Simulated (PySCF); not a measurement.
**A small calculation by hand: entropy of an ideal gas**

chloromethane (CH₃Cl), SMILES CCl.

The structure is a stationary point at B3LYP-D3(BJ)/def2-TZVP.

PySCF with B3LYP-D3(BJ)/def2-TZVP gives the harmonic wavenumbers 713, 1026, 1026, 1381, 1484, 1484, 3073, 3168, 3168 cm⁻¹ and the rotational temperatures 7.5520, 0.6294, 0.6294 K. The molar mass is 50.49 g/mol, the symmetry number 3, the spin multiplicity 1.

**Question.** Work out the entropy at 298.15 K and 1 atm in the rigid-rotor, harmonic-oscillator model.

**Answer.** 
Translation (Sackur–Tetrode at 1 atm): S = R[1.5 ln M + 2.5 ln T − 1.16487] = 157.7 J/(mol K).
Rotation: q = (√π/σ) T^1.5/√(θA θB θC) = 1760, S = R[ln q + 3/2] = 74.6 J/(mol K).
Vibration: with u = 1.4388 ν/T, each mode gives R[u/(e^u − 1) − ln(1 − e^−u)]:
```
ν (cm⁻¹)  modes     u  S (J/(mol K))
--------  -----  ----  -------------
713           1  3.44           1.22
1026          2  4.95           0.70
1381          1  6.66           0.08
1484          2  7.16           0.11
```
The stiffer modes add less than 0.005 each. Sum 2.1 J/(mol K).
Spin: R ln 1 = 0.0 J/(mol K).
Total 234.4 J/(mol K); the program's own thermochemistry gives 234.4. Translation makes up 67 % and vibration 1 %. Anharmonicity, hindered rotation and orbital degeneracy are left out.
